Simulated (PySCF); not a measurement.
Compound: nitrosyl fluoride, FNO.
Atom-mapped SMILES: `[O:1]=[N:2][F:3]`

Geometry (PBE0-D3(BJ)/def2-SVP, Å), atoms numbered from 1 in this order:
```
atom  x, y, z in Å
O1    -0.398    0.899   -0.289
N2     0.455    0.176   -0.085
F3    -0.055   -1.108    0.356
```

Theory: PySCF 2.14.0, density-fitted response routines, TDDFT wB97X-D/def2-SVPD, vertical, gas phase, core orbitals frozen in the response.

Transition dipole moments from the ground state, in atomic units and in the frame of the coordinates above (overall signs are arbitrary), for the states with f of 0.002 or more among the lowest 10:

| state | E (eV) | μx | μy | μz |
| --- | --- | --- | --- | --- |
| S3 | 7.101 | -0.097 | 0.140 | -0.042 |
| S4 | 9.488 | -0.121 | -0.539 | 0.181 |
| S7 | 10.002 | -0.074 | -0.901 | 0.298 |
| S8 | 10.947 | 0.004 | 0.033 | 0.101 |
| S9 | 11.062 | -0.028 | 0.373 | -0.121 |
| S10 | 11.553 | 0.007 | 0.090 | 0.271 |

**Question.** What oscillator strength does each state have?

**Answer.** f = (2/3) ΔE |μ|² with ΔE in hartree (27.2114 eV).

```
state  |μ|² (au)  |μ| (D)      f
   S3      0.031     0.44  0.005
   S4      0.338     1.48  0.078
   S7      0.906     2.42  0.222
   S8      0.011     0.27  0.003
   S9      0.155     1.00  0.042
  S10      0.081     0.72  0.023
```

**Question.** Label these states by symmetry in Cs.

**Answer.** The ground state is totally symmetric, so the direction of μ fixes the label. Polarised normal to the mirror plane, so A″: S8 and S10. Polarised in the mirror plane, so A′: S3, S4, S7 and S9.

**Question.** What angle do the transition dipoles of S7 and S9 make?

**Answer.** |cos θ| = |μa·μb| / (|μa| |μb|) = 0.99, so θ ≈ 9° (taken between 0 and 90°, since the signs are arbitrary).

**Question.** How is the summed strength of these states shared among x, y and z?

**Answer.** (2/3) Σ ΔE μα² gives 0.007 for x, 0.310 for y and 0.057 for z, 0.374 in all.

**Question.** What peak molar absorption coefficient would the strongest computed level give as a lone Gaussian band 0.5 eV wide at half height?

**Answer.** ε(max) = 2.175×10⁸ f / FWHM, with the width in cm⁻¹. S7: 2.175×10⁸ × 0.2220 / 4033 ≈ 12000 L mol⁻¹ cm⁻¹.

The vertical ionisation energy (ΔSCF) is 13.19 eV, 1.64 eV above S10.

Time: 4.6 s wall; peak memory 0.31 GiB. Hardware: an Arm Neoverse V2 with one thread, no GPU, shared host.
